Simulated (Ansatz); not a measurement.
# CH3OSi: the cost of one run

Program: Ansatz 0.2.0. Level of theory: RKS PBE-D4/def2-SVP. These are calculated values, not measurements.

## 1. Starting point

Bond lengths: C1–Si2 1.766 Å, Si2–O3 1.536 Å, C1–H4 1.085 Å, C1–H5 1.084 Å, Si2–H6 1.512 Å. Angles: C1–Si2–O3 134.7°, C1–Si2–H6 110.7°, O3–Si2–H6 114.6°, Si2–C1–H4 123.0°, Si2–C1–H5 123.3°, H4–C1–H5 113.7°.

Structure file:

```xyz
6

C    -0.4858    0.4039   -0.7175
Si    0.3894   -0.4303    0.5701
O     0.6237   -1.9026    0.9391
H    -1.0438   -0.1182   -1.4883
H    -0.5382    1.4836   -0.7977
H     1.0546    0.5636    1.4944
```

## 2. End point A

File input.yaml:

```yaml
crystal:
  periodic: [false, false, false]
  atoms:
    - { symbol: C, position_ang: [-0.48577, 0.4039, -0.71752] }
    - { symbol: Si, position_ang: [0.38936, -0.4303, 0.57008] }
    - { symbol: O, position_ang: [0.62372, -1.90263, 0.93911] }
    - { symbol: H, position_ang: [-1.04376, -0.11818, -1.48833] }
    - { symbol: H, position_ang: [-0.5382, 1.48362, -0.79771] }
    - { symbol: H, position_ang: [1.05464, 0.56358, 1.49437] }
total_charge: -1
basis:
  gaussian: { orbitals: def2-SVP }
hamiltonian:
  xc: pbe
  dispersion: d4
relax:
  f_tol: 0.015
  max_steps: 40
```

Run with:

```console
> ansatz run input.yaml --threads 1 --pin off --max-ram 2048MiB --backend cpu --events-out ev --progress --plain --runs-dir out
```

What time and memory should one allow on 1 thread of Arm Neoverse V2, shared host?

About 9.4 s, with a peak of 0.12 GiB.
